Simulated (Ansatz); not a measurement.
Compare A (`C#COCC`) with its isomer B (`C=C/C=C\O`).

Program: Ansatz. Geometries: PBE0-D4/def2-TZVP. ΔE: electronic, gas phase. CCSD(T)/CBS is the MP2 limit (def2-TZVPP, def2-QZVPP) plus CCSD(T) − MP2 in def2-TZVPP, frozen cores. This one scheme is used for every species. Functionals use def2-TZVPP. B3LYP here is the variant with VWN-RPA as its local correlation; programs differ in this. One conformer a species, not always the lowest.

A:

```xyz
11

C     2.415   -1.619    0.311
C     1.602   -0.739    0.372
O     0.744    0.221    0.452
C    -0.502   -0.018   -0.240
C    -1.374    1.188   -0.045
H     3.147   -2.388    0.267
H    -0.953   -0.923    0.177
H    -0.276   -0.196   -1.295
H    -1.576    1.355    1.014
H    -0.900    2.081   -0.455
H    -2.327    1.037   -0.558
```

B:

Z-matrix (Å, degrees):
```
C
C 1 1.334
H 1 1.085 2 121.2
H 1 1.082 2 121.5 3 180.0
C 2 1.443 1 124.9 3 0.0
H 2 1.090 1 117.1 3 -180.0
C 5 1.339 2 125.8 1 180.0
H 5 1.084 2 117.6 1 -0.0
O 7 1.347 5 127.6 2 -0.0
H 7 1.083 5 121.5 2 180.0
H 9 0.963 7 109.8 5 -0.0
```

Problem. Which isomer does CCSD(T)/CBS put lower? Give the gap. (Estimate.)

Solution. Computed: B, by 33.4 kcal/mol.

Problem. Give E(B) − E(A) in kcal/mol with CCSD(T)/def2-TZVPP, B3LYP-D4, PBE0-D4, CCSD/def2-TZVPP, HF/def2-TZVPP, PBE-D4, ωB97M-V. (Estimate.)

Solution. Computed: CCSD(T)/def2-TZVPP -32.9, B3LYP-D4 -34.4, PBE0-D4 -35.2, CCSD/def2-TZVPP -32.0, HF/def2-TZVPP -30.0, PBE-D4 -36.2, ωB97M-V -32.2. None reverses the order clearly.

Largest T1 diagnostic: 0.012.

In def2-TZVPP, CCSD(T) changes the Hartree–Fock value by −2.9 kcal/mol (the triples alone add −0.9 kcal/mol) and MP2 by −1.5 kcal/mol. From PBE to PBE0 (25 % exact exchange), in def2-TZVPP and without D4, E(B) − E(A) moves by +0.9 kcal/mol.
